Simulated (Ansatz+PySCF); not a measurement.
**singlet H₂O: levels of theory in one basis**

```xyz
3

O     0.0000    0.0000   -0.1376
H     0.0000    0.8673    0.5504
H     0.0000   -0.8673    0.5504
```

Basis set: 6-31G (spherical functions). Frozen core: 1 orbital. Charge 0, multiplicity 1.

Computed with Ansatz (development build ahead of 0.2.0) and PySCF 2.14.0; each method stands on the lowest determinant of its kind that the runs found.

```tsv
method	E − E(RHF) (eV)	<S²> of the determinant
RHF	0.00	–
RHF-CCSD	-4.06	–
RHF-CCSD(T)	-4.11	–
full CI (lowest root of this spin)	-4.13	–
```

(1) What does RHF-MP2 give on the same scale?

Results:

(1) -3.86 eV.

At such a shape the full CI root can have another spatial symmetry than the determinants, so the rows needn't describe one state.

Caution for RHF-MP2, RHF-CCSD, RHF-CCSD(T): bonds are stretched, where a single reference can fail.
